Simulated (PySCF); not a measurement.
**Electronic absorption of CH4**

Compound: CH4.
Atom-mapped SMILES: `[CH4:1]` (hydrogens: H2, H3, H4, H5 on C1)

Level of theory: PySCF 2.14.0, density-fitted response routines, TDDFT B3LYP/def2-SVPD, vertical, gas phase, core orbitals frozen in the response. Geometry: PBE0-D3(BJ)/def2-SVP; no solvent, vibrations or thermal averaging.

```tsv
state	E (eV)	E (kJ/mol)	λ (nm)	f	|μ| (D)	symmetry	main configurations (H = HOMO, L = LUMO)
S1	10.26	990	120.8	0.129	1.82	T2	H-2/H-1/H→L (100%)
S2	10.26	990	120.8	0.129	1.82	T2	H-2/H-1/H→L (100%)
S3	10.26	990	120.8	0.129	1.82	T2	H-2/H-1/H→L (100%)
S4	12.56	1212	98.7	0.0000	0.00	–	H-2/H-1/H→L+1/L+2 (≥97%)
S5	12.56	1212	98.7	0.0000	0.00	–	H-2/H-1/H→L+3 (≥48%), H-2/H-1/H→L+1/L+2 (≥47%)
S6	12.56	1212	98.7	0.0000	0.00	–	H-2/H-1/H→L+1/L+2 (≥49%), H-2/H-1/H→L+3 (≥48%)
S7	12.67	1223	97.8	0.0000	0.01	–	H-2/H-1/H→L+1/L+2 (≥47%), H-2/H-1/H→L+3 (≥38%)
S8	12.67	1223	97.8	0.0000	0.01	–	H-2/H-1/H→L+1/L+2 (≥56%), H-2/H-1/H→L+3 (≥24%)
```

Triplets, Tamm–Dancoff:

| state | E (eV) | λ (nm) | main configurations (H = HOMO, L = LUMO) |
| --- | --- | --- | --- |
| T1 | 9.85 | 125.9 | H-2/H-1/H→L (≥97%) |
| T2 | 9.85 | 125.9 | H-2/H-1/H→L (≥97%) |
| T3 | 9.85 | 125.9 | H-2/H-1/H→L (≥97%) |

The lowest singlet level (S1/S2/S3) comes at 121 nm (990 kJ/mol) in the vacuum ultraviolet; it is strong. The lowest level is also the most intense of those listed (f = 0.387 summed). S1/S2/S3, S4/S5/S6 and S7/S8 lie within about 0.01 eV of each other in each set; the point group Td has degenerate representations, and within a degenerate level the listed configurations can mix freely. Löwdin shares by element: HOMO (one of a set within 0.03 eV) carbon 50%, hydrogen 46% or more; LUMO carbon 57%, hydrogen 32% or more. The oscillator strengths of these states sum to 0.387; summed over the whole spectrum of an exact calculation they would give the number of electrons, 10 (Thomas–Reiche–Kuhn). The listed states span 2.41 eV, and the widest gap between neighbours is 2.30 eV (S3 to S4). Weighted by f, the mean energy of these states is 10.26 eV. No computed singlet lies in the visible range (380 to 750 nm); the lowest, at 121 nm, stands 7.00 eV above its violet end (3.26 eV). All these states lie below the vertical ionisation energy of 14.12 eV (ΔSCF). Symmetry labels in Td follow from the direction of the transition dipole and are given only for states with f of 0.002 or more. Orbitals of the list HOMO-3 to LUMO+2 that lie within 0.01 eV of each other are written together with a slash and their weights summed (≥ marks a lower bound); for degenerate orbitals outside that list single weights are arbitrary. Only the lowest 10 singlets were computed, as vertical energies without vibronic structure. The highest level found (12.69 eV, f 0.268 so far) is left out, since the window may have cut off a degenerate partner.
